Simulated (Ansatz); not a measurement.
Geometry optimisation, RKS LDA/def2-SVP in Ansatz 0.2.0.

The input (input.yaml):

```yaml
crystal:
  periodic: [false, false, false]
  atoms:
    - { symbol: O, position_ang: [-0.9172, 0.413, -0.2942] }
    - { symbol: Si, position_ang: [-0.4125, -0.7831, 0.6489] }
    - { symbol: Cl, position_ang: [1.5892, -0.6682, 0.3961] }
    - { symbol: H, position_ang: [-0.204, 0.9781, -0.7711] }
basis:
  gaussian: { orbitals: def2-SVP }
hamiltonian:
  xc: lda
relax:
  f_tol: 0.015
  max_steps: 40
```

Run as:

```bash
$ ansatz run input.yaml --threads 1 --pin off --max-ram 2048MiB --backend cpu --events-out ev --progress --plain --runs-dir out
```

Q: Where does it end, and by what steps?

A: The forces met the threshold. After 4 steps the energy has fallen by 0.174 eV; Cl3 moved furthest, 0.06 Å.

| step | energy less start (eV) | largest force component (eV/Å) | accepted |
| --- | --- | --- | --- |
| 0 | 0.0000 | 2.451 | yes |
| 1 | -0.1535 | 0.998 | yes |
| 2 | -0.1681 | 0.295 | yes |
| 3 | -0.1737 | 0.051 | yes |
| 4 | -0.1738 | 0.006 | yes |

```xyz
4
Properties=species:S:1:pos:R:3
O -0.924 0.454 -0.311
Si -0.449 -0.804 0.659
Cl 1.649 -0.672 0.399
H -0.220 0.962 -0.768
```

Whether the end is a true minimum wasn't checked by a vibrational analysis.

Time of the run: 6.9 s on 1 thread of Intel(R) Xeon(R) Processor @ 2.70GHz (shared host), peak memory 0.13 GiB.
